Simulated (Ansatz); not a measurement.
# Diamond-structure Si, elastic constant C12

Reference value: 64.9 GPa (measured, low temperature, no zero-point or thermal correction; as tabulated in Tanner et al. (2021), arXiv:2110.11888).

**Question.** What do LDA, PBE, r²SCAN0, Hartree–Fock give, and how far is each from the reference?

**Answer.** 
```
level (code)           value (GPa)  cell (Å³/atom)  difference (%)
---------------------  -----------  --------------  --------------
LDA (Ansatz)                  64.3           19.70            -0.9
PBE (Ansatz)                  56.7           20.46           -12.6
r²SCAN0 (Ansatz)              65.8           19.97            +1.4
Hartree–Fock (Ansatz)         59.4           20.86            -8.5
```

Nearest, and too close to rank with a margin of 5.0 % (twice that across the reference) picked here for doubts on the reference and the settings, and for temperature and zero-point motion: LDA (-0.9 %), r²SCAN0 (+1.4 %). PBE (-12.6 %) lies farthest from it. Within 20 %: LDA, PBE, r²SCAN0, Hartree–Fock. The least costly first-principles kind among them: DFT without exact exchange (LDA, PBE).

The reference has no zero-point or thermal correction, while the calculations are for a static lattice, so the differences are not the levels' errors alone.  Each level is taken at its own relaxed cell. Cutoffs and k meshes differ between the levels. Ansatz's density-functional and Hartree–Fock values are scalar-relativistic unless marked +SOC, with PAW data made under PBE.

Differences are worked out from the printed values.

Ansatz is an electronic-structure program.
